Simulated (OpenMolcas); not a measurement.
**SiH2O (oxosilane) at 6 levels**

Wanted: a comparison of 6 runs (HF/3-21G, HF/def2-SVP, PBE0/def2-SVP, B3LYP/def2-SVPD, PBE0/def2-SVPD, ACPF/jul-cc-pV(D+d)Z) of SiH2O (oxosilane). 

The results are computed with OpenMolcas 26.06.

13 further runs of the same task are left out: 1 for a known fault of the program, 2 that didn't finish, 10 set aside as unsound or not needed.

## 1. The system as given

The species is SiH2O (4 atoms), meant as a singlet with charge 0. SMILES: `O=[SiH2]`. The shape is that of a PBE0-D4/def2-TZVP optimisation.

Bond lengths: O1–Si2 1.516 Å, Si2–H3 1.485 Å, Si2–H4 1.486 Å. Angles: O1–Si2–H3 124.0°, O1–Si2–H4 124.0°, H3–Si2–H4 111.9°.

## 2. Energy and gradient at HF/3-21G (run 1)

test.inp reads:

```
* H2OSi Hartree-Fock
>>> EXPORT MOLCAS_PRINT=2

&GATEWAY
 BasLib=$CurrDir
 Coord
 4
 angstrom
 O       -0.283200       0.413500       1.469500
 Si      -0.006700       0.009800       0.034900
 H        0.439900      -1.346000      -0.376200
 H       -0.150000       0.922700      -1.128300
 Basis=3-21G
 Group=NoSym

&SEWARD

&SCF
 Thresholds=1e-10 1e-07 1e-07 1e-05
 PrOrbitals=0

&ALASKA
```

The basis set 3-21G is read from a file made from the Basis Set Exchange's data (not shown).

The run is started by

```console
$ export MOLCAS_MEM=1860
$ pymolcas test.inp > test.log
```

Output:

```text
--- Start Module: gateway ---
[...]
--- Stop Module: gateway /rc=_RC_ALL_IS_WELL_ ---
[...]
      Basis functions           26
[...]
--- Start Module: scf ---
[...]
       Convergence after  12 Iterations
[...]
::    Total SCF energy                               -362.9535059804
[...]
      Total spin, S                                     0.0000000000
[...]
      Total electronic charge=   24.000000
      Total            charge=   -0.000000
[...]
      Dipole Moment (debye):
      Origin of the operator (angstrom)=   -0.0962    0.1405    0.4994
                   X=  6.7921E-01               Y= -9.9167E-01               Z= -3.5233E+00           Total=  3.7227E+00
      Quadrupole Moment (debye*angstrom):
[...]
--- Stop Module: scf /rc=_RC_ALL_IS_WELL_ ---
--- Start Module: alaska ---
[...]
 *              Molecular gradients               *
 **************************************************
  Irreducible representation: a
 ------------------------------------------------------------------------------------------
                              X                       Y                       Z
 ------------------------------------------------------------------------------------------
  O1                1.02653605480705E-02   -1.49892702708820E-02   -5.32722319217118E-02
  SI2              -1.14466312243535E-02    1.67010682712188E-02    5.94670359237828E-02
  H3                1.11697942720834E-03   -2.88424676940124E-03   -2.41528175481243E-03
  H4                6.42912490720904E-05    1.17244876905964E-03   -3.77952224724964E-03
 ------------------------------------------------------------------------------------------
--- Stop Module: alaska /rc=_RC_ALL_IS_WELL_ ---
[...]
```

Run time: 1.8 s. Hardware: 1 thread of Arm Neoverse V1, shared host; peak memory 0.37 GiB.

## 3. Energy and forces at HF/def2-SVP (run 2)

run.input reads:

```
>>> EXPORT MOLCAS_PRINT=2

&GATEWAY
  BasLib=$CurrDir
  BasisSet
  O.def2-SVP....
  O1 -0.283200 0.413500 1.469500 angstrom
  End of Basis
  BasisSet
  Si.def2-SVP....
  Si2 -0.006700 0.009800 0.034900 angstrom
  End of Basis
  BasisSet
  H.def2-SVP....
  H3 0.439900 -1.346000 -0.376200 angstrom
  H4 -0.150000 0.922700 -1.128300 angstrom
  End of Basis

&SEWARD

&SCF
  Thresholds=1e-10 1e-07 1e-07 1e-05
  PrOrbitals=1 1

&ALASKA
```

The basis set def2-SVP is read from a file made from the Basis Set Exchange's data (not shown).

The run is started by

```console
$ export MOLCAS_MEM=1860
$ pymolcas run.input > run.log
```

Output:

```text
--- Start Module: gateway ---
[...]
--- Stop Module: gateway /rc=_RC_ALL_IS_WELL_ ---
[...]
      Basis functions           42
[...]
--- Start Module: scf ---
[...]
       Convergence after  14 Iterations
[...]
::    Total SCF energy                               -364.7749921074
[...]
      Total spin, S                                     0.0000000000
[...]
      Total electronic charge=   24.000000
      Total            charge=   -0.000000
[...]
      Dipole Moment (debye):
      Origin of the operator (angstrom)=   -0.0962    0.1405    0.4994
                   X=  7.5898E-01               Y= -1.1081E+00               Z= -3.9372E+00           Total=  4.1600E+00
      Quadrupole Moment (debye*angstrom):
[...]
--- Stop Module: scf /rc=_RC_ALL_IS_WELL_ ---
--- Start Module: alaska ---
[...]
 *              Molecular gradients               *
 **************************************************
  Irreducible representation: a
 ------------------------------------------------------------------------------------------
                              X                       Y                       Z
 ------------------------------------------------------------------------------------------
  O1               -3.12473511495659E-03    4.56041751104497E-03    1.61997306383022E-02
  SI2               2.26277819555554E-03   -3.31456699490573E-03   -1.16587394598611E-02
  H3                1.67953222716033E-03   -5.42889582091188E-03   -6.67389954339681E-04
  H4               -8.17575307760332E-04    4.18304530477887E-03   -3.87360122413627E-03
 ------------------------------------------------------------------------------------------
--- Stop Module: alaska /rc=_RC_ALL_IS_WELL_ ---
[...]
```

Wall time 2.2 s (1 thread of Arm Neoverse V1, shared host); peak memory 0.38 GiB.

Runs 3 to 5 aren't shown in full; the table further down has their settings and results.

## 4. A single-point energy at ACPF/jul-cc-pV(D+d)Z (run 6)

test.inp reads:

```
* H2OSi ACPF
>>> EXPORT MOLCAS_PRINT=2

&gateway
  baslib = $CurrDir
  coord
  4
  bohr
  O     -0.53517044     0.78140175     2.77695254
  Si    -0.01266117     0.01851932     0.06595144
  H      0.83129052    -2.54357136    -0.71091497
  H     -0.28345892     1.74365030    -2.13217799
  basis = jul-cc-pVDpdZ
  group = NoSym

&seward

&scf
  iterations = 30
  core
  prorbitals = 1 2

&motra
  frozen = 6

&guga
  electrons = 12
  spin = 1
  inactive = 6
  active = 0
  ciall = 1

&cpf
  acpf
```

The basis set jul-cc-pV(D+d)Z is read from a file made from the Basis Set Exchange's data (not shown).

The run is started by

```console
$ export MOLCAS_MEM=1860
$ pymolcas test.inp > test.log
```

Output:

```text
--- Start Module: gateway ---
[...]
--- Stop Module: gateway /rc=_RC_ALL_IS_WELL_ ---
[...]
      Basis functions           65
[...]
       Convergence after  14 Iterations
[...]
::    Total SCF energy                               -364.9526221417
[...]
      Total spin, S                                     0.0000000000
[...]
      *** WARNING: Default frozen orbitals is overwritten by user input.
      *** Default values:   3
[...]
--- Start Module: guga ---
[...]
--- Stop Module: guga /rc=_RC_ALL_IS_WELL_ ---
--- Start Module: cpf ---
[...]
      Active orbitals                            0       0
[...]
      Spin quantum number                      0.0
[...]
     FINAL ACPF ENERGY        -365.27522784
     FINAL CORRELATION ENERGY   -0.32260569  REFERENCE ENERGY    -364.95262214
[...]
      Title:  ACPF natural orbitals
[...]
      Total electronic charge=   24.000000
      Total            charge=    0.000000
[...]
      Dipole Moment (debye):
      Origin of the operator (angstrom)=   -0.0962    0.1405    0.4994
                   X=  6.0057E-01               Y= -8.7690E-01               Z= -3.1156E+00           Total=  3.2919E+00
      Quadrupole Moment (debye*angstrom):
[...]
--- Stop Module: cpf /rc=_RC_ALL_IS_WELL_ ---
[...]
```

It took 5.1 s on 1 thread of Arm Neoverse V1, shared host; peak memory 0.4 GiB.

## 5. Overview of the runs

| run | level | integration grid | task | energy (Eh) | dipole moment (D) of the reference | HOMO energy (eV) | LUMO energy (eV) | wall time |
| --- | --- | --- | --- | --- | --- | --- | --- | --- |
| 1 | HF/3-21G | – | gradient | -362.953506 | 3.72 | -11.67 | 1.66 | 1.8 s |
| 2 | HF/def2-SVP | – | gradient | -364.774992 | 4.16 | -11.95 | 1.49 | 2.2 s |
| 3 | PBE0/def2-SVP | UltraFine | gradient | -365.532160 | 3.38 | -8.13 | -1.91 | 7.2 s |
| 4 | B3LYP/def2-SVPD | UltraFine | gradient | -365.774450 | 3.80 | -8.10 | -2.52 | 11 s |
| 5 | PBE0/def2-SVPD | UltraFine | gradient | -365.543304 | 3.82 | -8.35 | -2.29 | 11 s |
| 6 | ACPF/jul-cc-pV(D+d)Z | – | energy | -365.275228 | 4.43 | -12.06 | 0.46 | 5.1 s |

## 6. Summary of results

| quantity | value |
| --- | --- |
| run 6: total energy | -365.27523 Eh |
| run 6: dipole moment (mean-field density) | 4.43 D |
| run 6: HOMO energy (Hartree–Fock orbitals) | -12.06 eV |
| run 6: LUMO energy (Hartree–Fock orbitals) | 0.46 eV |
| run 6: HOMO–LUMO gap (Hartree–Fock orbitals) | 12.53 eV |
| run 6: correlation energy (6 core orbitals frozen) | -322.6 mEh |

**Reading.** Over runs 1, 2, 3, 4, 5 the dipole moment (its size) runs from 3.38 D (PBE0/def2-SVP) to 4.16 D (HF/def2-SVP). Over runs 1, 2, 3, 4, 5 the HOMO–LUMO gap runs from 5.58 eV (B3LYP/def2-SVPD) to 13.43 eV (HF/def2-SVP). The two ends differ in method and basis. Totals of different functionals can't be ranked against each other. All runs together took 39 s, the longest 11 s.
